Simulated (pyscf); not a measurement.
A first-order saddle from PySCF, ωB97X-D3(BJ)/def2-SVP:

```
Zn
S 1 2.1721
H 2 1.3487 1 93.28
S 1 2.3195 2 150.78 3 3.52
H 4 1.3494 1 93.72 2 85.50
H 4 1.7651 5 94.03 1 -65.63
Cl 6 1.4854 4 147.18 5 91.74
```
Charge 0, spin multiplicity 1.

Surface: singlet, charge 0. Lowest wavenumbers (cm⁻¹): 552i, 87, 88, 181, 205.

Question: Name the species on either side of this saddle.

Answer: HS–Zn–SH (SMILES [SH][Zn][SH]) + HCl (SMILES Cl) ⇌ H₂S (SMILES S) + HS–Zn–Cl (SMILES [SH][Zn][Cl]), a four-centre exchange read from left to right: S–Zn, Cl–H broken and H–S, Cl–Zn formed. At ωB97M-D3(BJ)/def2-TZVP it lies -0.2 kcal/mol from the left side and +8.9 kcal/mol from the right (each side as separated species at their lowest minima found). On the reactant side the descent ends in a complex, 6.7 kcal/mol under the separated species and 3.8 kcal/mol under the saddle at ωB97X-D3(BJ)/def2-TZVP. On the product side the descent ends in an adduct with a S–Zn contact, 12.0 kcal/mol under the separated species and 17.7 kcal/mol under the saddle at ωB97X-D3(BJ)/def2-TZVP. At ωB97M-D3(BJ) the saddle lies under the separated reactants, which points to a path from their complex (located at ωB97X-D3(BJ) alone). What is counted as broken (S–Zn) persists as a longer contact in the product adduct; parting that adduct is a step of its own. At ωB97X-D3(BJ) the barrier from the zero used here is -2.9 kcal/mol. This is the saddle that the search found; another between the same sides may lie lower. Elements up to Kr have no core potential and no relativistic terms here.
